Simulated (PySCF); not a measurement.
C3H4S3, SMILES S=C1SCCS1, point group C2.

Force field and properties: B3LYP/pcSseg-1 (PySCF, grid level 2). Vibrational terms come from second-order perturbation theory with semi-diagonal cubic constants, by steps of ±0.6 along the normal coordinates of each isotopologue. The parent has the commonest isotopes.

Equilibrium geometry (Å):

```csv
atom,x,y,z
S1,3.3519,-0.5908,0.3373
C2,1.7402,-0.3056,0.2537
S3,0.5806,-1.4802,-0.3897
C4,-0.9393,-0.6035,0.1578
C5,-0.6705,0.8935,0.0855
S6,0.9946,1.2063,0.7982
H7,-1.7600,-0.8974,-0.5039
H8,-1.1770,-0.9188,1.1786
H9,-1.4030,1.4625,0.6665
H10,-0.6822,1.2527,-0.9483
```

Task: Give the equilibrium and ground-state rotational constants (MHz) of parent; ²H at 8.

Result: 
```
species      Ae      Be      Ce      A0      B0    C0  Δ0 (u Å²)  harmonic ZPE (cm⁻¹)
 parent  3101.9  1689.4  1125.3  3084.5  1680.3  1119    -12.966                14316
²H at 8  3058.2  1654.4  1113.3    3041  1645.4  1107    -16.782                13588
```

Δ0 = Ic − Ia − Ib from the ground-state constants.

Task: How is the parent's vibrational correction B0 − Be made up?

Result: 
```json
{"axis": "a", "harmonic": "2.86", "Coriolis": "-1.96", "cubic": "-18.2", "total (MHz)": "-17.3"}
{"axis": "b", "harmonic": "1.15", "Coriolis": "-0.817", "cubic": "-9.46", "total (MHz)": "-9.12"}
{"axis": "c", "harmonic": "0.277", "Coriolis": "-0.115", "cubic": "-6.51", "total (MHz)": "-6.35"}
```

Task: And its quartic centrifugal distortion constants from the harmonic force field?

Result: Asymmetric top, A reduction, Ir representation: ΔJ = 0.0719 kHz, ΔJK = 0.29 kHz, ΔK = 0.191 kHz, δJ = 0.0212 kHz, δK = 0.218 kHz.

A mode lies under 250 cm⁻¹, where this perturbation treatment is rough.
